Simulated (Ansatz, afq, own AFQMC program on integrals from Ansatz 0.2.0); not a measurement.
Two steps: Ansatz 0.2.0 writes the Fock matrix and Cholesky factors of the valence space, and afq projects on them the lowest state that overlaps trial and start.

```yaml
crystal:
  periodic: [false, false, false]
  atoms:
    - {symbol: Si, position_ang: [0.000000, 0.074574, 1.524925]}
    - {symbol: Ge, position_ang: [0.000000, -0.006445, -0.640181]}
    - {symbol: H, position_ang: [0.000000, -0.307349, 2.968212]}
    - {symbol: H, position_ang: [0.000000, -1.306134, 0.677331]}
basis:
  gaussian: {orbitals: cc-pVDZ}
magnetization: {spin_polarized: true, initial_magnetization: 0}
correlation: {method: ccsd_t, electrons: outside_noble_gas, hamiltonian_folder: ham}
```

```sh
$ ansatz run in.yaml --threads 1 --pin off --events-out ev --progress --plain --max-ram 1382MiB
```

afq runs on the folder ham with

```
--method free --trial cisd --walkers 70 --time-step 0.03 --max-blocks 80 --target-error 0.00038 --factor-cut 1e-05 --seed 4582 --times 0,0.21,0.42,0.81,1.2,1.8,2.4,3 --taylor-order 8
```

Times are imaginary, in 1/Eh. The walk had a cap of 536 s. Filled inner d shells are frozen with the cores.

afq prints:

```
orbitals 36  electrons 5 5  factors 285 of 599
reference energy -2365.33655428 Eh
CCSD correlation -0.21614684 Eh in 11 cycles, weight of the determinant in the CISD state 0.8407
repeat  energy at the last time / Eh  error
    10  -2365.565414  0.001371
    20  -2365.565214  0.001054
    30  -2365.565571  0.000775
    40  -2365.565534  0.000618
    50  -2365.565375  0.000533
    60  -2365.565640  0.000544
    70  -2365.565259  0.000516
    80  -2365.565271  0.000466
time / (1/Eh)  energy / Eh  error  mean overlap
  0.00  -2365.552692  0.000156  1.1905
  0.21  -2365.556721  0.000194  1.1918
  0.42  -2365.559329  0.000225  1.1872
  0.81  -2365.562233  0.000263  1.1843
  1.20  -2365.563333  0.000289  1.1890
  1.80  -2365.564632  0.000412  1.1980
  2.40  -2365.564701  0.000497  1.2165
  3.00  -2365.565271  0.000466  1.2323
energy -2365.565271 +/- 0.000466 Eh
```

The run passed its tests (error under three times the target), which doesn't prove that it has relaxed.

Against this walk (error 12.7 meV) on the same determinant: CCSD(T) 41.6 meV higher, CCSDT(Q) 17.9 meV lower (within the noise). The error is statistical, and a free projection of finite length keeps a remainder of its start. The last points still move (meV from the last: 83 ± 7 at 0.81, 53 ± 8 at 1.20, 17 ± 11 at 1.80, 16 ± 14 at 2.40, 0 ± 13 at 3.00), but the last one has reached CCSDT(Q) within the noise or passed it, so little can be left to fall.

Cautions: remainder of the start not in the error; error above the target (12.7 against 10.3 meV); no relativity below Rb; no spin-orbit coupling; inner d shell frozen; higher spins were not checked; an unrestricted solution with more broken spin lies lower (91 meV, ⟨S²⟩ 0.42), while this determinant keeps restricted orbitals.

The walk took 4.5 min on 1 thread of Arm Neoverse V1 (shared host). The log's last line is the free-projection energy.

CCSDT and higher add their correlation energy to the determinant of the CCSD(T) run, since their own runs factorise the integrals more tightly (a shift of under 2 meV). A walk keeps the symmetry of its determinant, which the program's search chose and which needn't be the lowest solution, so a lower state of the same spin and another symmetry isn't excluded.
